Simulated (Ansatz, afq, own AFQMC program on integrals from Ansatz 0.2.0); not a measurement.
Two steps: Ansatz 0.2.0 writes the Fock matrix and Cholesky factors of the valence space, and afq projects on them the lowest state that overlaps trial and start.

```yaml
crystal:
  periodic: [false, false, false]
  atoms:
    - {symbol: N, position_ang: [0.000000, 0.000000, 0.000000]}
    - {symbol: N, position_ang: [0.000000, 0.000000, 3.004000]}
basis:
  gaussian: {orbitals: 6-31G}
magnetization: {spin_polarized: true, initial_magnetization: 0}
correlation: {method: ccsd_t, electrons: outside_noble_gas, hamiltonian_folder: ham}
```

```sh
$ ansatz run in.yaml --threads 1 --pin off --events-out ev --progress --plain --max-ram 16896MiB --backend cuda --devices 0, --max-vram 18GiB
```

Options of the walk:

```
--method phaseless --trial cisd --walkers 4000 --populations 20 --least-time 60 --time-step 0.005 --steps-per-block 50 --equilibration-blocks 40 --max-blocks 4000 --target-error 0.00038 --factor-cut 1e-05 --start spin_pure --seed 4829 --release-times 0.24,0.51,0.99,1.62,2.4 --release-step 0.03 --release-every 3 --taylor-order 6
```

Times are imaginary, in 1/Eh. The walk had a cap of 122 s. With eight or more populations the least sampling time is a fifth of least-time, and the error comes from their spread.

```
orbitals 16  electrons 5 5  factors 76 of 264
reference energy -108.76974250 Eh
CCSD correlation -0.06842416 Eh in 19 cycles, weight of the determinant in the CISD state 0.9711
energy of the start -108.835373 Eh
 block  time / (1/Eh)  mean weight  energy / Eh
     1     0.250  1.0000  -108.836475
     2     0.500  0.9999  -108.837634
     3     0.750  0.9998  -108.838510
     4     1.000  1.0001  -108.838944
     5     1.250  1.0001  -108.839413
    10     2.500  1.0000  -108.839398
    19     4.750  1.0000  -108.839259
    29     7.250  1.0000  -108.839248
    39     9.750  1.0001  -108.839411
    49    12.250  1.0002  -108.839084
    59    14.750  1.0002  -108.839097
    69    17.250  1.0001  -108.839363
    75    18.750  0.9999  -108.839549
    79    19.750  0.9998  -108.839183
    81    20.250  1.0003  -108.838960
    89    22.250  0.9999  -108.839262
error from the spread of 20 populations
released: time / (1/Eh)  energy / Eh  error  mean overlap
  0.24  -108.839212  0.000025  0.9996
  0.51  -108.839195  0.000025  0.9988
  0.99  -108.839233  0.000023  0.9963
  1.62  -108.839262  0.000040  0.9994
  2.40  -108.839231  0.000030  0.9982
energy -108.839184 +/- 0.000026 Eh
(rows thinned)
```

(1) Estimate how long the walk took on 1 × NVIDIA H100 80GB HBM3 with 2 threads of AMD EPYC 7R13 Processor (Zen 3), with other jobs on the host (the card was shared).

The run passed its tests (sampling time, drift between the halves within three errors, error under three times the target), which doesn't prove that it has relaxed.

Against this walk (error 0.7 meV) on the same determinant: CCSD(T) 17.6 meV higher, CCSDT(Q) 7.9 meV higher, CCSDTQ 6.3 meV higher, full CI 4.7 meV higher. The error is statistical and leaves out the bias of the constraint. The determinant has ⟨S²⟩ = 3.00, so the low cluster orders mix in higher spin, while the walk starts as a pure singlet. Released to 2.40 1/Eh the energy moves by -1.3 ± 1.1 meV (both errors), within twice the noise. The determinant is a poor start (see the cautions), so the low cluster orders aren't to be relied on, and full CI is the sure value.

Cautions: constraint bias not in the error; unrestricted determinant spin contaminated (⟨S²⟩ 3.00 against 0.00); the next higher spin lies close (full CI puts it 10 meV above).

## Answers

(1) 29 s of wall time.

CCSDT and higher add their correlation energy to the determinant of the CCSD(T) run, since their own runs factorise the integrals more tightly (a shift of under 2 meV).
